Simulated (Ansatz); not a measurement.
# CH7AlSi: one species, many methods

The task here is to estimate one member of a computed series from the others.

The runs use Ansatz 0.2.0, Gaussian basis; functionals in def2-TZVPP, the program's frozen cores in correlated methods.

The runs, in order: LDA (SPW92), PBE-D4, revPBE-D4, BLYP-D4, r2SCAN-D4, B97M-V, PBE0-D4, B3LYP-D4, r2SCANh-D4, r2SCAN0-D4, HSE06-D4, BHLYP-D4, CAM-B3LYP-D4, LC-ωPBE, ωB97X-V, ωB97M-V, B2PLYP, PBE-QIDH; CCSD(T)/def2-SVP; CCSD(T)/def2-TZVPP; MP2/def2-QZVPP; extrapolation to the limit; RPA on PBE.

1 further run of the same task is left out (it didn't finish).

### The relaxed structure

The geometry comes from an earlier relaxation with PBE0-D4 in a triple-zeta def2 set; it is a stationary point, not always the lowest conformer.

SMILES `C[SiH2][AlH2]`, 10 atoms, charge 0, spin multiplicity 1.

Atoms are counted from 1 here; the program's logs count them from 0.

Bond lengths: C1–Si2 1.888 Å, C1–H4 1.092 Å, C1–H5 1.092 Å, C1–H6 1.092 Å, Si2–Al3 2.462 Å, Si2–H7 1.494 Å, Si2–H8 1.494 Å, Al3–H9 1.592 Å, Al3–H10 1.592 Å. Angles: Si2–C1–H4 110.4°, Si2–C1–H5 111.1°, Si2–C1–H6 111.1°, H4–C1–H5 108.0°, H4–C1–H6 108.0°, H5–C1–H6 108.1°, C1–Si2–Al3 112.4°, C1–Si2–H7 108.6°, C1–Si2–H8 108.6°, Al3–Si2–H7 110.3°, Al3–Si2–H8 110.4°, H7–Si2–H8 106.2°, Si2–Al3–H9 121.2°, Si2–Al3–H10 121.1°, H9–Al3–H10 117.7°.

As a file:

```xyz
10
CH7AlSi
C    -1.22129    0.70711   -0.74826
Si   -0.10040   -0.74706   -0.30620
Al    1.67926   -0.11593    1.27417
H    -1.99560    0.39045   -1.45035
H    -0.65186    1.51440   -1.21401
H    -1.71371    1.10757    0.14057
H     0.49281   -1.29214   -1.56465
H    -0.94145   -1.84073    0.26745
H     1.45298   -0.20433    2.84719
H     3.08237    0.42955    0.75718
```

The first run:

in.yaml

```yaml
crystal:
  periodic: [false, false, false]
  atoms:
    - {symbol: C, position_ang: [-1.221286, 0.707112, -0.748259]}
    - {symbol: Si, position_ang: [-0.100403, -0.747060, -0.306202]}
    - {symbol: Al, position_ang: [1.679258, -0.115928, 1.274173]}
    - {symbol: H, position_ang: [-1.995604, 0.390452, -1.450351]}
    - {symbol: H, position_ang: [-0.651864, 1.514398, -1.214007]}
    - {symbol: H, position_ang: [-1.713706, 1.107572, 0.140571]}
    - {symbol: H, position_ang: [0.492808, -1.292136, -1.564652]}
    - {symbol: H, position_ang: [-0.941449, -1.840730, 0.267453]}
    - {symbol: H, position_ang: [1.452977, -0.204331, 2.847189]}
    - {symbol: H, position_ang: [3.082370, 0.429549, 0.757185]}
basis:
  gaussian: {orbitals: def2-TZVPP}
hamiltonian: {xc: lda}
output: {orbitals: {seedname: orbitals}}
```

Started as:

```console
ansatz run in.yaml --threads 2 --pin off --events-out ev --progress --plain --max-ram 4352MiB
```

Steps of the session up to this table: LDA; PBE-D4 (GGA); revPBE-D4 (GGA); BLYP-D4 (GGA); r2SCAN-D4 (meta-GGA); B97M-V (meta-GGA); B3LYP-D4 (hybrid); r2SCANh-D4 (hybrid); r2SCAN0-D4 (hybrid); HSE06-D4 (hybrid); BHLYP-D4 (hybrid); CAM-B3LYP-D4 (range-separated); LC-ωPBE (range-separated); ωB97X-V (range-separated); ωB97M-V (range-separated); B2PLYP (double hybrid); PBE-QIDH (double hybrid).

One table of the session follows, with a row left open; its other results are not shown here.

It belongs to the step «Orbital energies across the functionals». 

| functional | HOMO (eV) | LUMO (eV) | gap (eV) |
| --- | --- | --- | --- |
| LDA (SPW92) | -6.27 | -3.01 | 3.25 |
| PBE-D4 | -6.21 | -2.79 | 3.41 |
| revPBE-D4 | -6.17 | -2.69 | 3.48 |
| BLYP-D4 | -6.08 | -2.66 | 3.41 |
| r2SCAN-D4 | ? | ? | ? |
| B97M-V | -6.52 | -2.76 | 3.75 |
| PBE0-D4 | -7.27 | -2.03 | 5.24 |
| B3LYP-D4 | -7.09 | -2.23 | 4.87 |
| r2SCANh-D4 | -6.83 | -2.27 | 4.55 |
| r2SCAN0-D4 | -7.42 | -1.89 | 5.53 |
| HSE06-D4 | -6.88 | -2.40 | 4.48 |
| BHLYP-D4 | -8.25 | -1.25 | 7.00 |
| CAM-B3LYP-D4 | -8.54 | -1.09 | 7.45 |
| LC-ωPBE | -9.83 | -0.01 | 9.83 |
| ωB97X-V | -9.52 | -0.13 | 9.38 |
| ωB97M-V | -9.26 | -0.42 | 8.84 |

**Question.** Estimate the row for r2SCAN-D4.

Worked estimate for «HOMO (eV)». Against the share of exact exchange, r2SCANh-D4 (0.1, -6.83), r2SCAN0-D4 (0.25, -7.42) give a slope of -3.93 per unit share; at 0 the line stands at -6.44.

**Answer.** HOMO (eV): -6.44; LUMO (eV): -2.53; gap (eV): 3.90. In «HOMO (eV)» the line misses by 0.00.
